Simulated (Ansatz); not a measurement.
in.yaml

```yaml
crystal:
  periodic: [false, false, false]
  atoms:
    - {symbol: Al, position_ang: [0.000000, 0.000000, 0.000000]}
    - {symbol: N, position_ang: [0.000000, 0.000000, 1.806000]}
basis:
  gaussian: {orbitals: 6-31G}
correlation: {method: fci, electrons: outside_noble_gas}
```

```sh
$ ansatz run in.yaml --threads 1 --pin off --events-out ev --progress --plain --max-ram 2393MiB
```

The program prints:

```
454 factors; integrals over basis functions are off by at most 7.9e-8 eV
mean field evaluation 1: about -8049.0149 eV, gradient 4.9e1 eV
mean field evaluation 2: about -8049.0168 eV, gradient 4.9e1 eV
mean field evaluation 4: about -8057.3081 eV, gradient 4.5e0 eV
mean field evaluation 8: about -8057.9394 eV, gradient 2.1e-1 eV
mean field evaluation 16: about -8058.3181 eV, gradient 1.7e0 eV
mean field evaluation 32: about -8057.9350 eV, gradient 4.8e-1 eV
mean field evaluation 64: about -8058.5750 eV, gradient 1.1e-6 eV
mean field evaluation 96: about -8057.9402 eV, gradient 6.1e-6 eV
mean field evaluation 128: about -8019.7459 eV, gradient 1.0e2 eV
mean field -8058.57495833 eV, -296.1471674203 hartree, gradient 1.5e-6 eV, S^2 0.000000; 9 other end points of the search recorded, 0 dependent functions left out; unrestricted orbitals would lower it
mean field evaluation 160: about -8060.1908 eV, gradient 5.8e-2 eV
determinant -8058.57495833 eV, -296.1471674203 hartree, with singles and doubles -8061.96767033 eV, -296.2718472866 hartree
determinant -8057.94017376 eV, -296.1238395175 hartree, with singles and doubles -8063.22744170 eV, -296.3181430305 hartree
unrestricted determinant -8060.19112610 eV, -296.2065604905 hartree, S^2 1.1301
6 core orbitals not correlated: weight in the atoms' cores, before any rotation towards them, 1.000 or more for the frozen orbitals, at most 0.000 for the correlated occupied ones
reference -8058.57495833 eV, -296.1471674203 hartree; 4, 4 occupied and 12, 12 virtual orbitals, 454 factors
state -8063.68404310 eV, -296.3349228226 hartree
6 core orbitals not correlated: weight in the atoms' cores, before any rotation towards them, 1.000 or more for the frozen orbitals, at most 0.000 for the correlated occupied ones
state -8063.68590477 eV, -296.3349912377 hartree
Total energy: -8063.68590477 eV, -296.3349912377 hartree
```

Natural occupations: 1.9762 1.8416 1.8416 1.7032 0.2981 0.1422 0.1422 0.0216 0.0085 0.0085 0.0069 0.0027 0.0020 0.0020 0.0019 0.0007.

Ran on 1 thread of AMD EPYC 7B13, shared host: 13 s wall, 0.17 GiB peak host memory.
